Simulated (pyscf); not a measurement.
silyl (SiH₃•) + chloromethane (H₃C–Cl) -> H₃Si–Cl + methyl (CH₃•) (atom transfer; doublet surface; C–Cl broken, Cl–Si formed). Single points on ωB97X-D3(BJ)/def2-SVP structures (PySCF, gas phase). Correlated levels are frozen-core, on RHF or UHF. ΔMP2 is the change of the MP2 total energy from the triple- to the quadruple-zeta basis. Rate constants from transition-state theory, CCSD(T)/def2-TZVPP + ΔMP2(QZVPP) energies (ideal gas, 1 atm, RRHO with modes under 100 cm⁻¹ raised to 100, one conformer, R ln 2 for chiral ones without a mode under 150 cm⁻¹; no tunnelling), k in cm³ molecule⁻¹ s⁻¹.

| T (K) | 1000/T | log10 k |
|---|---|---|
| 298 | 3.354 | -19.40 |
| 600 | 1.667 | -15.54 |
| 900 | 1.111 | ? |
| 1200 | 0.833 | -13.12 |

Task: Fit an Arrhenius line to the three values, give the activation energy, and predict k at 900 K.

Result: Least squares gives log10 k = -11.22 − 2.46 × 1000/T, so Ea = 2.46 × ln 10 × 1.987 = 11.3 kcal/mol, against an electronic barrier of 8.8. At 900 K the line gives -13.95; the computed value is -14.01 (ΔG‡ = 34.5 kcal/mol), close to the line. This is the saddle that the search found; another between the same sides may lie lower. The angle at the transferred Cl is 180°. The CCSD(T) − MP2 part came from Ansatz, without density fitting, on the same reference.
